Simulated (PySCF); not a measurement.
**Electron affinity of C by level of theory**

C⁻ [He] 2s2 2p3 (4S) → C [He] 2s2 2p2 (3P), as a difference of total energies. All numbers are calculated (PySCF 2.14, no relativity, point nucleus, in dyall-av2z). Correlated levels: valence: 1s2 frozen; virtual orbitals above 40 to 60 times the deepest correlated orbital energy dropped. The calculations carry no spin-orbit coupling.

Task: Order these methods by the electron affinity they give, lowest first.
A. PBE
B. PBE0
C. B3LYP
D. SCS-MP2 (valence)

Result: D (0.914 eV), C (1.386 eV), B (1.425 eV), A (1.602 eV).

Errors of the correlated levels include the incompleteness of this basis and the frozen core.

In the anion the highest occupied orbital energy is positive at LDA, PBE, PBE0, r2SCAN, B97-3, M06, B3LYP, PBEsol, a self-interaction effect; the basis confines that electron, and the energy difference can still be sensible.

For comparison: 1.262 eV (measured; photodetachment measurements, as compiled on the Wikipedia data page of electron affinities).
